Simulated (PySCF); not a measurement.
Gas-phase reaction: 6 SiHCl = SiH₃ + 2 Si + 3 SiHCl₂

Energies from PySCF (xtb for GFN2), thermal terms from the rigid-rotor harmonic-oscillator model, ideal gas at 1 bar. † marks an energy on the PBE0/def2-TZVP geometry and frequencies; other levels use their own. MP2 and CCSD(T) freeze the core. Open shells (unrestricted): SiH₃ (multiplicity 2), Si (multiplicity 3, electronic degeneracy 9), SiHCl₂ (multiplicity 2); the rest are closed-shell singlets. GFN2 has no spin-polarisation term. Spin-orbit splitting is ignored; it lowers the true energy and changes the entropy of Si. SiHCl, SiHCl₂: computed as isolated molecules; such fragments, hydroxides, amides, oligomers or adducts are transient or little studied in the gas. MP2 isn't extrapolated to the basis-set limit; its ΔH°(298 K) is 183.4 kJ in def2-SVP and 226.1 kJ in def2-TZVPP. CCSD(T) isn't extrapolated to the basis-set limit; its ΔH°(298 K) is 257.6 kJ in def2-SVP and 285.4 kJ in def2-TZVPP. The harmonic model lacks anharmonicity and excited electronic states, which grow with temperature; levels with a mode under 35 cm⁻¹ are left out.

```csv
level,"ΔE electronic, kJ","ΔH°(298 K), kJ","ΔS°(298 K), J/K","ΔG°(1200 K), kJ"
BLYP/def2-TZVP†,324,345,-64,410
CCSD(T)/def2-SVP†,237,258,-64,323
CCSD(T)/def2-TZVPP†,265,285,-64,350
GFN2-xTB,573,593,-54,643
MP2/def2-TZVPP†,206,226,-64,291
PBE/def2-SVP,257,277,-63,340
PBE/def2-TZVP†,258,278,-64,343
r2SCAN/def2-TZVP†,148,168,-64,233
LDA/def2-TZVP†,310,331,-64,396
ωB97M-V/def2-TZVP†,345,365,-64,430
```
ΔH° is lowest at r2SCAN/def2-TZVP† and highest at GFN2-xTB. No reference value is set beside these.
